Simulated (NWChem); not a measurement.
Program: NWChem. System: O2S, charge 1, spin multiplicity 2, at the geometry of a parent with another charge or spin, in a state set for the comparison that need not be this species' ground state. Its SCF solution wasn't tested for a lower state. Level: UHF/def2-TZVP.

Output (cleaned and shortened):

```
             Northwest Computational Chemistry Package (NWChem) 7.3.0
             --------------------------------------------------------

                                NWChem Input Module
                                -------------------

 Scaling coordinates for geometry "geometry" by  1.889725989
 (inverse scale =  0.529177249)

 Turning off AUTOSYM since
 SYMMETRY directive was detected!

                             Geometry "geometry" -> ""
                             -------------------------

 Output coordinates in angstroms (scale by  1.889725989 to convert to a.u.)

  No.       Tag          Charge          X              Y              Z
 ---- ---------------- ---------- -------------- -------------- --------------
    1 O                    8.0000     1.25038100     0.00000000    -0.37134100
    2 S                   16.0000     0.00000000     0.00000000     0.37134100
    3 O                    8.0000    -1.25038100     0.00000000    -0.37134100

 Effective nuclear repulsion energy (a.u.)     106.6928283177

            Nuclear Dipole moment (a.u.)
            ----------------------------
        X                 Y               Z
 ---------------- ---------------- ----------------
     0.0000000000     0.0000000000     0.0000000000

      Symmetry information
      --------------------

 Group name             C2v
 Group number             16
 Group order               4
 No. of unique centers     2

      Symmetry unique atoms

     1    2


 Summary of "ao basis" -> "" (spherical)
 ------------------------------------------------------------------------------
       Tag                 Description            Shells   Functions and Types
 ---------------- ------------------------------  ------  ---------------------
 *                         def2-tzvp                  on all atoms

 Summary of "ao basis" -> "ao basis" (spherical)
 ------------------------------------------------------------------------------
       Tag                 Description            Shells   Functions and Types
 ---------------- ------------------------------  ------  ---------------------
 O                         def2-tzvp                11       31   5s3p2d1f
 S                         def2-tzvp                13       37   5s5p2d1f

                                 NWChem SCF Module
                                 -----------------

  ao basis        = "ao basis"
  functions       =    99
  atoms           =     3
  alpha electrons =    16
  beta  electrons =    15
  charge          =   1.00
  wavefunction    = UHF
  use symmetry    = T
  symmetry adapt  = T

 Summary of "ao basis" -> "ao basis" (spherical)
 ------------------------------------------------------------------------------
       Tag                 Description            Shells   Functions and Types
 ---------------- ------------------------------  ------  ---------------------
 O                         def2-tzvp                11       31   5s3p2d1f
 S                         def2-tzvp                13       37   5s5p2d1f

      Symmetry analysis of basis
      --------------------------

        a1         37
        a2         13
        b1         30
        b2         19

 Forming initial guess at       0.1s

   Symmetry analysis of molecular orbitals - initial alpha
   -------------------------------------------------------

  Numbering of irreducible representations:

     1 a1          2 a2          3 b1          4 b2

  Orbital symmetries:

     1 a1          2 b1          3 a1          4 a1          5 b2
     6 a1          7 b1          8 a1          9 b1         10 a1
    11 b1         12 a1         13 b2         14 a2         15 b1
    16 a1         17 b2         18 a1         19 b1         20 b2
    21 a1         22 b2         23 b1         24 a1         25 a1
    26 a2

   Symmetry analysis of molecular orbitals - initial beta
   ------------------------------------------------------

  Numbering of irreducible representations:

     1 a1          2 a2          3 b1          4 b2

  Orbital symmetries:

     1 a1          2 b1          3 a1          4 a1          5 b2
     6 b1          7 a1          8 a1          9 b1         10 a1
    11 b2         12 a1         13 b1         14 a2         15 b1
[...]
    12      0.478426  1 O  px                80     -0.478426  3 O  px
    48     -0.407361  2 S  pz                 9      0.205257  1 O  px
    77     -0.205257  3 O  px                 6      0.183246  1 O  px

 Vector   19  Occ=0.000000D+00  E=-8.908093D-02  Symmetry=b1
              MO Center= -6.3D-14,  1.9D-15,  7.8D-01, r^2= 2.7D+00
   Bfn.  Coefficient  Atom+Function         Bfn.  Coefficient  Atom+Function
  ----- ------------  ---------------      ----- ------------  ---------------
    49      1.550150  2 S  px                 5     -0.977378  1 O  s
    73      0.977378  3 O  s                 46      0.466065  2 S  px
    14     -0.324730  1 O  pz                82      0.324730  3 O  pz
    12      0.186889  1 O  px                80      0.186889  3 O  px
    55     -0.163227  2 S  d  1

                     UHF Final Beta Molecular Orbital Analysis
                     -----------------------------------------

 Vector   13  Occ=1.000000D+00  E=-9.588306D-01  Symmetry=b1
              MO Center=  1.9D-15,  3.4D-28, -2.9D-01, r^2= 2.3D+00
   Bfn.  Coefficient  Atom+Function         Bfn.  Coefficient  Atom+Function
  ----- ------------  ---------------      ----- ------------  ---------------
    46     -0.284215  2 S  px                 6      0.269940  1 O  px
    74      0.269940  3 O  px                 9      0.237305  1 O  px
    77      0.237305  3 O  px                43     -0.174065  2 S  px
     4      0.161169  1 O  s                 72     -0.161169  3 O  s

 Vector   14  Occ=1.000000D+00  E=-8.367519D-01  Symmetry=a2
              MO Center= -5.1D-15, -2.7D-15, -2.9D-01, r^2= 2.0D+00
   Bfn.  Coefficient  Atom+Function         Bfn.  Coefficient  Atom+Function
  ----- ------------  ---------------      ----- ------------  ---------------
     7      0.315397  1 O  py                75     -0.315397  3 O  py
    10      0.292792  1 O  py                78     -0.292792  3 O  py
    13      0.156772  1 O  py                81     -0.156772  3 O  py

 Vector   15  Occ=1.000000D+00  E=-7.807909D-01  Symmetry=b1
              MO Center= -5.8D-15, -2.1D-15, -1.6D-01, r^2= 2.0D+00
   Bfn.  Coefficient  Atom+Function         Bfn.  Coefficient  Atom+Function
  ----- ------------  ---------------      ----- ------------  ---------------
     8      0.234249  1 O  pz                76     -0.234249  3 O  pz
    46      0.232068  2 S  px                11      0.219555  1 O  pz
    79     -0.219555  3 O  pz                 6      0.165975  1 O  px
    74      0.165975  3 O  px                 9      0.156758  1 O  px
    77      0.156758  3 O  px

 Vector   16  Occ=0.000000D+00  E=-3.849187D-01  Symmetry=a1
              MO Center=  2.0D-14, -9.4D-16,  2.8D-02, r^2= 2.2D+00
   Bfn.  Coefficient  Atom+Function         Bfn.  Coefficient  Atom+Function
  ----- ------------  ---------------      ----- ------------  ---------------
    36      0.519311  2 S  s                  8     -0.258963  1 O  pz
    76     -0.258963  3 O  pz                11     -0.241545  1 O  pz
    79     -0.241545  3 O  pz                14     -0.233086  1 O  pz
    82     -0.233086  3 O  pz                48      0.229728  2 S  pz

 Vector   17  Occ=0.000000D+00  E=-2.911116D-01  Symmetry=b2
              MO Center=  6.2D-15,  3.3D-15,  2.4D-01, r^2= 2.0D+00
   Bfn.  Coefficient  Atom+Function         Bfn.  Coefficient  Atom+Function
  ----- ------------  ---------------      ----- ------------  ---------------
    47      0.505274  2 S  py                50      0.449649  2 S  py
    13     -0.252636  1 O  py                81     -0.252636  3 O  py
     7     -0.231391  1 O  py                75     -0.231391  3 O  py
    10     -0.210994  1 O  py                78     -0.210994  3 O  py
    44      0.205767  2 S  py                38     -0.158177  2 S  py

 Vector   18  Occ=0.000000D+00  E=-8.748052D-02  Symmetry=a1
              MO Center=  2.1D-14,  6.5D-15,  2.6D-01, r^2= 2.6D+00
   Bfn.  Coefficient  Atom+Function         Bfn.  Coefficient  Atom+Function
  ----- ------------  ---------------      ----- ------------  ---------------
    36      1.789812  2 S  s                 51     -1.136018  2 S  pz
     5     -0.847561  1 O  s                 73     -0.847561  3 O  s
    12      0.501879  1 O  px                80     -0.501879  3 O  px
    48     -0.392356  2 S  pz                 9      0.200378  1 O  px
    77     -0.200378  3 O  px                 6      0.178230  1 O  px

 center of mass
 --------------
 x =   0.00000000 y =   0.00000000 z =  -0.00019474

 moments of inertia (a.u.)
 ------------------
          31.496676617860           0.000000000000           0.000000000000
           0.000000000000         210.101917968322           0.000000000000
           0.000000000000           0.000000000000         178.605241350462

  Mulliken analysis of the total density
  --------------------------------------

    Atom       Charge   Shell Charges
 -----------   ------   -------------------------------------------------------
    1 O    8     8.12   0.79  1.18  0.62  1.01  0.28  1.73  1.90  0.56  0.00  0.04  0.00
    2 S   16    14.75   2.01  0.49  1.48  1.15  0.55  4.16  1.70  0.79  1.56  0.21  0.22  0.36  0.07
    3 O    8     8.12   0.79  1.18  0.62  1.01  0.28  1.73  1.90  0.56  0.00  0.04  0.00

  Mulliken analysis of the alpha density
  --------------------------------------

    Atom       Charge   Shell Charges
 -----------   ------   -------------------------------------------------------
    1 O    8     4.32   0.40  0.59  0.32  0.51  0.13  1.00  1.07  0.28  0.00  0.02  0.00
    2 S   16     7.36   1.00  0.24  0.74  0.58  0.29  2.08  0.85  0.40  0.74  0.09  0.12  0.18  0.04
    3 O    8     4.32   0.40  0.59  0.32  0.51  0.13  1.00  1.07  0.28  0.00  0.02  0.00

   Mulliken analysis of the beta density
   -------------------------------------

    Atom       Charge   Shell Charges
 -----------   ------   -------------------------------------------------------
    1 O    8     3.80   0.40  0.59  0.30  0.50  0.15  0.73  0.83  0.28  0.00  0.02  0.00
    2 S   16     7.39   1.00  0.24  0.74  0.56  0.25  2.08  0.85  0.39  0.82  0.13  0.10  0.18  0.04
    3 O    8     3.80   0.40  0.59  0.30  0.50  0.15  0.73  0.83  0.28  0.00  0.02  0.00

   Mulliken analysis of the spin density
   -------------------------------------

    Atom       Charge   Shell Charges
 -----------   ------   -------------------------------------------------------
    1 O    8     0.52  -0.00 -0.00  0.01  0.01 -0.01  0.27  0.23  0.00 -0.00 -0.00  0.00
    2 S   16    -0.03   0.00  0.00 -0.00  0.02  0.04 -0.00  0.00  0.00 -0.07 -0.04  0.02 -0.01 -0.00
    3 O    8     0.52  -0.00 -0.00  0.01  0.01 -0.01  0.27  0.23  0.00 -0.00 -0.00  0.00

       Multipole analysis of the density wrt the origin
       ------------------------------------------------

     L   x y z        total         alpha         beta         nuclear
     -   - - -        -----         -----         ----         -------
     0   0 0 0      1.000000    -16.000000    -15.000000     32.000000

     1   1 0 0     -0.000000     -0.000000      0.000000      0.000000
     1   0 1 0      0.000000      0.000000      0.000000      0.000000
     1   0 0 1      0.799113      0.622892      0.176220      0.000000

     2   2 0 0    -15.154973    -54.799846    -49.686166     89.331039
     2   1 1 0      0.000000      0.000000      0.000000      0.000000
     2   1 0 1     -0.000000     -0.000000      0.000000      0.000000
     2   0 2 0    -13.515368     -6.808598     -6.706770      0.000000
     2   0 1 1      0.000000      0.000000      0.000000      0.000000
     2   0 0 2    -13.071731    -15.604654    -13.224800     15.757723

 Task  times  cpu:        2.9s     wall:        2.9s

 Total times  cpu:        2.9s     wall:        2.9s
```

Problem. Write an NWChem input that would produce this output.

Solution. One answer among several that fit: 
```
start mol
memory heap 200 mb stack 800 mb global 1000 mb
charge 1
geometry units angstroms nocenter noautoz
  O      1.250381     0.000000    -0.371341
  S      0.000000     0.000000     0.371341
  O     -1.250381     0.000000    -0.371341
  symmetry group C2v
end
basis spherical
  * library def2-tzvp
end
scf
  uhf
  nopen 1
  maxiter 100
  thresh 1e-7
  semidirect memsize 60000000 filesize 0
  # guess.movecs holds the orbitals of an unrestricted PBE0 run
  vectors input guess.movecs output mol.movecs
end
task scf energy
```
